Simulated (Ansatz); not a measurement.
# SiO (triplet): from Hartree-Fock to the top rungs at distance Si1–O2 = 3.744 Å, 6-31G

How much of the correlation energy of SiO (triplet) does each wave-function method recover here?

Method: 6-31G, core rule «outside noble gas», up to 6 orbitals frozen; program: Ansatz 0.2.0, Gaussian basis.

Plan: UHF; CCSD(T) on ROHF; CCSD(T) on UHF; BCCD(T) on ROHF; CISD as a restricted active space (open shells left free, so some higher excitations enter); CCSDT(Q) on ROHF; CCSDT(Q) on UHF; CISDTQ; CCSDTQ on ROHF; CCSDTQ on UHF; CASSCF and MRCISD+Q, 4 electrons in 4 orbitals; CASSCF and NEVPT2, 4 electrons in 4 orbitals; CASSCF and MRCISD+Q, 10 electrons in 8 orbitals; CASSCF and NEVPT2, 10 electrons in 8 orbitals; Full CI.

26 further runs of the same task are left out: 5 for a known fault of the program, 19 that didn't finish, 2 set aside as unsound or not needed. Runs told in other sessions of the task aren't counted.

## (1) The system

The geometry derives from a PBE0/def2-TZVP stationary point (not a proven minimum). One bond is set to the value named and the two fragments are kept rigid.

2 atoms, charge 0, spin multiplicity 3.

Atoms are counted from 1 here; the program's logs count them from 0.

No contacts short enough for the rule that draws bonds.

As a file:

```
Si    0.00000    0.00000    0.00000
O     0.00000    0.00000    3.74400
```

## (2) UHF

in.yaml reads:

```yaml
crystal:
  periodic: [false, false, false]
  atoms:
    - {symbol: Si, position_ang: [0.000000, 0.000000, 0.000000]}
    - {symbol: O, position_ang: [0.000000, 0.000000, 3.744000]}
basis:
  gaussian: {orbitals: 6-31G}
magnetization: {spin_polarized: true, initial_magnetization: 2}
hamiltonian: {xc: hf}
output: {orbitals: {seedname: orbitals}}
```

The run is started by

```console
$ ansatz run in.yaml --threads 1 --pin off --events-out ev --progress --plain --max-ram 2393MiB
```

The runs that follow: CCSD(T) on ROHF; CCSD(T) on UHF; BCCD(T) on ROHF; CISD as a restricted active space (open shells left free, so some higher excitations enter); CCSDT(Q) on ROHF; CCSDT(Q) on UHF; CISDTQ; CCSDTQ on ROHF; CCSDTQ on UHF; CASSCF and MRCISD+Q, 4 electrons in 4 orbitals; CASSCF and NEVPT2, 4 electrons in 4 orbitals; CASSCF and MRCISD+Q, 10 electrons in 8 orbitals; CASSCF and NEVPT2, 10 electrons in 8 orbitals; Full CI.

Before running them: what should the planned runs give, taken together? Wanted: FCI from the RHF energy; RMP2 from FCI; UMP2 from FCI; RCCSD from FCI; RCCSD(T) from FCI; UCCSD(T) from FCI; RCCSDT(Q) from FCI; UCCSDT(Q) from FCI; NEVPT2 pair from FCI.

As calculated:

| quantity | value |
| --- | --- |
| FCI from the ROHF energy | -3.9578 eV |
| RMP2 from FCI | +49.46 kcal/mol |
| UMP2 from FCI | +23.84 kcal/mol |
| RCCSD from FCI | +8.45 kcal/mol |
| RCCSD(T) from FCI | -19.53 kcal/mol |
| UCCSD(T) from FCI | +1.28 kcal/mol |
| RCCSDT(Q) from FCI | +1.47 kcal/mol |
| UCCSDT(Q) from FCI | +0.66 kcal/mol |
| NEVPT2 pair from FCI | +13.13 kcal/mol |
| MRCISD+Q pair from FCI | +0.76 kcal/mol |
| levels within 1 kcal/mol (43 meV) | UCCSDT, UCCSDT(Q), MRCISD+Q pair |
| T1 diagnostic | 0.284 |
| effectively unpaired electrons | 4.42 |

RCCSD(T) misses by -19.53 kcal/mol, 21.4 % of the correlation energy. CCSD(T) misses by -19.53 kcal/mol on the restricted determinant and by +1.28 kcal/mol on the unrestricted one; the two need not hold the same state or core. RCCSD(T) falls below full CI, which methods that aren't variational can do. With 4.4 effectively unpaired electrons against 2 the state is strongly multireference. Of the multireference levels listed MRCISD+Q pair comes nearest in total energy (+0.76 kcal/mol), which doesn't show that its space is the better one. Coupled cluster took another determinant than the lowest Hartree-Fock one. These misses are within one basis, not against nature; the frozen cores of restricted and unrestricted runs differ, which can shift their rows.

Levels on UHF freeze UHF's core orbitals, full CI those of ROHF, so the U rows can settle a little off it for that reason alone.

With open shells the CI space here admits some higher excitations, so it is larger than plain CISD.
